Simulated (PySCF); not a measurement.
tetrafluoroethylene anion (C₂F₄), SMILES FC(F)=C(F)F (connectivity only; charge and spin as stated), charge -1, multiplicity 2. Atoms are numbered in the order given.

```xyz
6

F     -1.4069    -0.0516     1.1073
C     -0.6579     0.3309     0.0000
F     -1.4069    -0.0516    -1.1073
C      0.6579    -0.3309     0.0000
F      1.4069     0.0516    -1.1073
F      1.4069     0.0516     1.1073
```
Charge -1, spin multiplicity 2.

Coordinates come from a ωB97X-D3(BJ)/def2-SVPD optimisation. The spin state was assumed, not searched.

All values below come from PBE/pcH-1 run with PySCF.

Unrestricted Kohn–Sham, ⟨S²⟩ = 0.754. Hyperfine tensors hold the contact and dipolar terms, without spin-orbit corrections.

Problem. Estimate the hyperfine couplings. (An estimate is asked for; the answer gives what the named calculation found.)

Solution. 
| nucleus | A(iso) (MHz) | A(iso) (G) | dipolar principal values (MHz) |
|---|---|---|---|
| 19F no. 1 | 230.7 | 82.3 | -102.8, -91.4, 194.2 |
| 13C no. 2 | 149.3 | 53.3 | -46.4, -43.5, 89.9 |
| 19F no. 3 | 230.7 | 82.3 | -102.8, -91.4, 194.2 |
| 13C no. 4 | 149.3 | 53.3 | -46.4, -43.5, 89.9 |
| 19F no. 5 | 230.7 | 82.3 | -102.8, -91.4, 194.2 |
| 19F no. 6 | 230.7 | 82.3 | -102.8, -91.4, 194.2 |

Problem. And the g tensor (effective nuclear charges for spin-orbit coupling, GIAO)? (The exact figures need the calculation; the answer reports its results.)

Solution. principal values 2.0017, 2.0039, 2.0045; isotropic 2.0034.
